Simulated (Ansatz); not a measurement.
**Ti, hcp: geometry optimisation**

Computed with Ansatz, DFT, PBE, plane waves (420 eV) with PAW, scalar-relativistic.

k-point mesh 12×12×7, Fermi-Dirac smearing 0.1 eV, no spin polarisation. Cell and atoms relax.

Starting structure:

```yaml
crystal:
  lattice:
    - [2.95000, 0.00000, 0.00000]
    - [-1.47500, 2.55477, 0.00000]
    - [0.00000, 0.00000, 4.68600]
  atoms:
    - { symbol: Ti, position: [0.33333, 0.66667, 0.25000] }
    - { symbol: Ti, position: [0.66667, 0.33333, 0.75000] }
```

Q: What cell does the relaxation end in?

A: P6_3/mmc with a = 2.939 Å, c = 4.656 Å (c/a = 1.584); 17.42 Å³ per atom against 17.66 at the start (-1.4 %).

Q: How much energy does the relaxation gain?

A: 1.2 meV per atom.
